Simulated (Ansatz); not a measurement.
Results of PBE-D3(BJ) (Ansatz, an electronic-structure program, PAW) for rutile SnO2.

Numerical settings: plane-wave cutoff 500 eV, 8×8×12 k mesh (along the axes of the cell as run), Fermi–Dirac smearing 0.05 eV, scalar-relativistic PAW data made under PBE.

Cell (relaxed at this level):

```yaml
crystal:
  lattice:
    - [4.79385, 0.00000, 0.00000]
    - [0.00000, 4.79385, 0.00000]
    - [0.00000, 0.00000, 3.22980]
  atoms:
    - { symbol: Sn, position: [0.50000, 0.50000, 0.50000] }
    - { symbol: Sn, position: [0.00000, 0.00000, 0.00000] }
    - { symbol: O, position: [0.19378, 0.80622, 0.50000] }
    - { symbol: O, position: [0.80622, 0.19378, 0.50000] }
    - { symbol: O, position: [0.69378, 0.69378, 0.00000] }
    - { symbol: O, position: [0.30622, 0.30622, 0.00000] }
```

Question: What does this level give for the band gap?

Answer: 
* **band gap**: 0.84 eV (on the SCF k mesh)

Measured, for comparison: band gap 3.81 eV (zero-point renormalisation of 215 meV (computed, non-adiabatic AHC, without the lattice-expansion part) added back here to the 1.8 K gap of; inputs from Miglio et al. (2020), arXiv:2011.12765).

Spin–orbit coupling is not included.

The computed numbers hold no vibrational or temperature effects.

Cost on a shared machine: roughly 90 core-seconds.
